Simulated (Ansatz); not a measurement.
A nudged elastic band was laid between two geometries of H2 + H6OSi2 (11 atoms, charge 0, multiplicity 1).

Level of theory: Ansatz, RKS PBE-D4/6-31G*.

* movable images: 9
* climbing image: yes
* spring: 5.0 eV/Å²
* optimiser: quadratic models (default)
* start path: through a guess of the saddle point
* force threshold: 0.03 eV/Å
* iteration limit: 60
* end points: relaxed

First end point:

```xyz
11
Properties=species:S:1:pos:R:3
Si -0.341 0.403 -0.021
O -0.280 -0.154 1.554
Si -1.372 -0.355 2.802
H -2.382 -1.416 2.469
H -0.604 -0.764 4.019
H -2.104 0.927 3.081
H 1.062 0.472 -0.535
H -0.963 1.771 -0.078
H -1.147 -0.521 -0.889
H 1.916 -2.711 1.473
H 1.454 -2.121 1.538
```

Last end point:

```xyz
11
Properties=species:S:1:pos:R:3
Si 0.312 -0.058 -0.558
O 0.088 -0.277 2.539
Si -1.436 -0.649 3.156
H -2.107 -1.774 2.413
H -1.374 -1.039 4.609
H -2.236 0.604 3.008
H 0.466 -0.011 -2.052
H 0.752 1.251 0.014
H -1.128 -0.325 -0.245
H 1.169 -1.177 -0.044
H 0.730 -1.013 2.573
```

(1) Which bonds break or form, and what moves?

(2) What energy profile does the band end with?

(3) What is the geometry of the highest image?

Answers

(1) Bonds broken: Si1–O2, H10–H11. Bonds formed: Si1–H10, O2–H11. H2 + H6OSi2 becomes H4OSi + H4Si.

(2) The run converged. The highest image is number 5 of 0 to 10, 204.8 kJ/mol above the first end and 138.2 kJ/mol above the last; the last end lies 66.6 kJ/mol above the first. Neighbouring images differ by up to 1.3 eV, so the band resolves the path poorly. A vibrational analysis at the climbing image gives one clearly imaginary mode, 1175i cm⁻¹: a first-order saddle point. The orbitals stay closed-shell, which can raise the energy where a bond breaks towards radicals; this wasn't checked here.

```json
{"image": "0", "path coordinate (Å)": "0.00", "energy (kJ/mol)": "0.0", "Si1–O2 (Å)": "1.67", "H10–H11 (Å)": "0.75", "Si1–H10 (Å)": "4.13"}
{"image": "1", "path coordinate (Å)": "0.69", "energy (kJ/mol)": "0.3", "Si1–O2 (Å)": "1.67", "H10–H11 (Å)": "0.75", "Si1–H10 (Å)": "3.83"}
{"image": "2", "path coordinate (Å)": "1.39", "energy (kJ/mol)": "1.5", "Si1–O2 (Å)": "1.67", "H10–H11 (Å)": "0.75", "Si1–H10 (Å)": "3.43"}
{"image": "3", "path coordinate (Å)": "2.08", "energy (kJ/mol)": "12.1", "Si1–O2 (Å)": "1.67", "H10–H11 (Å)": "0.75", "Si1–H10 (Å)": "2.80"}
{"image": "4", "path coordinate (Å)": "2.77", "energy (kJ/mol)": "75.3", "Si1–O2 (Å)": "1.72", "H10–H11 (Å)": "0.78", "Si1–H10 (Å)": "2.19"}
{"image": "5", "path coordinate (Å)": "3.47", "energy (kJ/mol)": "204.8", "Si1–O2 (Å)": "1.91", "H10–H11 (Å)": "1.18", "Si1–H10 (Å)": "1.75"}
{"image": "6", "path coordinate (Å)": "4.83", "energy (kJ/mol)": "93.8", "Si1–O2 (Å)": "2.84", "H10–H11 (Å)": "1.79", "Si1–H10 (Å)": "1.51"}
{"image": "7", "path coordinate (Å)": "6.19", "energy (kJ/mol)": "72.0", "Si1–O2 (Å)": "3.75", "H10–H11 (Å)": "2.51", "Si1–H10 (Å)": "1.50"}
{"image": "8", "path coordinate (Å)": "7.56", "energy (kJ/mol)": "72.2", "Si1–O2 (Å)": "3.57", "H10–H11 (Å)": "2.64", "Si1–H10 (Å)": "1.50"}
{"image": "9", "path coordinate (Å)": "8.92", "energy (kJ/mol)": "66.9", "Si1–O2 (Å)": "3.11", "H10–H11 (Å)": "2.77", "Si1–H10 (Å)": "1.50"}
{"image": "10", "path coordinate (Å)": "10.28", "energy (kJ/mol)": "66.6", "Si1–O2 (Å)": "3.11", "H10–H11 (Å)": "2.66", "Si1–H10 (Å)": "1.50"}
```

(3) 
```xyz
11
Properties=species:S:1:pos:R:3
Si 0.101 -0.176 -0.024
O -0.070 -0.473 1.856
Si -1.349 -0.379 3.005
H -2.541 -1.146 2.523
H -0.819 -0.984 4.264
H -1.701 1.057 3.213
H 1.271 0.577 -0.587
H -0.956 0.908 0.125
H -0.536 -1.120 -1.002
H 1.170 -1.460 0.494
H 0.668 -1.273 1.547
```

Time of the run: 8.4 min on 1 thread of Intel(R) Xeon(R) Platinum 8488C (Sapphire Rapids), with other jobs on the host, peak memory 0.13 GiB.
